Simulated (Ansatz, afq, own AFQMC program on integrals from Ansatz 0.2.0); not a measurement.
Two steps: Ansatz 0.2.0 writes the Fock matrix and Cholesky factors of the valence space, and afq projects on them the lowest state that overlaps trial and start.

```yaml
crystal:
  periodic: [false, false, false]
  atoms:
    - {symbol: Si, position_ang: [0.000000, 0.000000, 0.000000]}
    - {symbol: H, position_ang: [2.556765, 0.024713, -0.000167]}
    - {symbol: H, position_ang: [-1.299784, 2.201861, -0.005046]}
    - {symbol: H, position_ang: [-1.256980, -2.226574, 0.005213]}
basis:
  gaussian: {orbitals: cc-pVDZ}
total_charge: 1
magnetization: {spin_polarized: false}
correlation: {method: ccsd_t, electrons: outside_noble_gas, hamiltonian_folder: ham}
```

```sh
$ ansatz run in.yaml --threads 1 --pin off --events-out ev --progress --plain --max-ram 16896MiB --backend cuda --devices 0, --max-vram 18GiB
```

afq runs on the folder ham with

```
--method phaseless --trial cid --walkers 10 --populations 1 --least-time 40 --time-step 0.5 --steps-per-block 5 --equilibration-blocks 10 --max-blocks 100 --target-error 0.00116 --factor-cut 1e-05 --seed 5465 --taylor-order 8
```

Times are imaginary, in 1/Eh. The walk had a cap of 60 s.

```
orbitals 28  electrons 3 3  factors 164 of 311
reference energy -289.96288031 Eh
CCSD correlation -0.19411987 Eh in 13 cycles, weight of the determinant in the CISD state 0.6803
energy of the start -290.157370 Eh
 block  time / (1/Eh)  mean weight  energy / Eh
     1     2.500  0.6821  -290.158104
     2     5.000  0.9160  -290.164120
     3     7.500  0.6389  -290.161741
     4    10.000  0.9566  -290.160562
     5    12.500  0.9673  -290.151262
     8    20.000  1.1955  -290.159939
    11    27.500  1.0461  -290.138186
    17    42.500  1.1617  -290.190015
    21    52.500  1.4216  -290.270786
    23    57.500  0.7601  -290.155924
    29    72.500  1.1183  -290.157925
    35    87.500  1.2623  -290.146086
    41   102.500  0.9924  -290.157151
    47   117.500  1.1597  -290.157384
    53   132.500  1.0894  -290.159660
    59   147.500  0.7100  -290.148152
    65   162.500  1.3558  -290.121965
    71   177.500  1.1403  -290.170376
    77   192.500  0.6553  -290.177943
    83   207.500  0.8374  -290.168230
    89   222.500  1.1608  -290.154398
    95   237.500  1.1436  -290.165590
   101   252.500  1.3925  -290.160858
   107   267.500  0.7959  -290.167273
   109   272.500  0.4952  -290.156146
blocks merged  error / Eh  count
     1  0.002911  100
     2  0.003590  50
     4  0.004590  25
     8  0.005393  12
energy -290.170291 +/- 0.004590 Eh
(rows thinned)
```

The run failed at least one of its tests; the cautions name the faults. The second half of the sampling lies above the first by 1.6 errors of their difference, so the energy may still be moving and its error bar be too small.

Against this walk (error 124.9 meV) on the same determinant: CCSD(T) 94.3 meV lower (within the noise), CCSDT(Q) 333.1 meV lower, CCSDTQ 342.2 meV lower, full CI 340.3 meV lower, a separate phaseless walk with a CISD trial and standard settings 21.1 ± 125.1 meV higher (within the noise). The error is statistical and leaves out the bias of the constraint.

A setting was made bad on purpose (time step too long), so the walk's energy isn't to be trusted.

Cautions: constraint bias not in the error; error not settled; walkers die often; error above the target (124.9 against 31.6 meV); restricted determinant unstable towards unrestricted (UHF 3.32 eV lower, ⟨S²⟩ 1.73); strong correlation (T1 0.043, weight of the determinant 0.68, largest double 0.30); (T) is large, 9 % of the CCSD correlation; CCSD(T) is in doubt: in a space of 6 electrons in 9 natural orbitals full CI lies 241 meV below it; so few walkers bias the energy; the time-step error isn't removed.

CCSDT and higher add their correlation energy to the determinant of the CCSD(T) run, since their own runs factorise the integrals more tightly (a shift of under 2 meV). A walk keeps the symmetry of its determinant, which the program's search chose and which needn't be the lowest solution, so a lower state of the same spin and another symmetry isn't excluded.
